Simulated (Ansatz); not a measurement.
Rutile CrO2 was calculated with PBE-D4 (Ansatz, a first-principles code, plane waves, PAW).

Numerical settings: plane-wave cutoff 520 eV, 12×12×18 k mesh (along the axes of the cell as run), Fermi–Dirac smearing 0.05 eV, spin-polarised with parallel moments, scalar-relativistic PAW data made under PBE.

Shape and atoms are relaxed at each volume.

Pressure at four volumes; x = ln(V/9.410 Å³). One pressure is withheld.

```tsv
V (Å³/atom)	x	P (GPa)
9.034	-0.0408	11.07
9.410	0.0000	0.01
9.598	0.0198	-4.62
9.787	0.0393	?
```

Question: Pass a parabola P(x) through the three rows shown, estimate the bulk modulus and its pressure derivative near zero pressure, and predict the withheld pressure.

Answer: Slopes between the rows: (0.01 − (11.07))/(0.0000 − (-0.0408)) = -271.08 and (-4.62 − (0.01))/(0.0198 − (0.0000)) = -233.84 GPa. Their difference over the span 0.0606 is c = 37.24/0.0606 = 614.5 GPa, so P(x) = 11.07 + (-271.08)(x − (-0.0408)) + 614.5 (x − (-0.0408))(x − (0.0000)). At the middle row B = −dP/dx = −[-271.08 + 614.5 × 0.0408] = 246.0 GPa, and B′ = dB/dP = 2c/B = 5.0. At x = 0.0393 the parabola gives -8.71 GPa; the run gives -8.73 GPa. The Birch–Murnaghan fit to the energies at all volumes has B0 = 245 GPa and B′ = 4.9.

Measured, for comparison: bulk modulus 242 ± 2 GPa (temperature not stated, no zero-point or thermal correction, equation of state from high-pressure X-ray diffraction; as tabulated in Datta et al. (2023), arXiv:2307.04584). Computed (rounded) less measured: bulk modulus +1 %. A static lattice is as a rule a little smaller and stiffer than an uncorrected measurement, which narrows the difference in the bulk modulus and would widen misses of the other sign.

Note: the bulk modulus comes from volumes at which shape and atoms were relaxed.
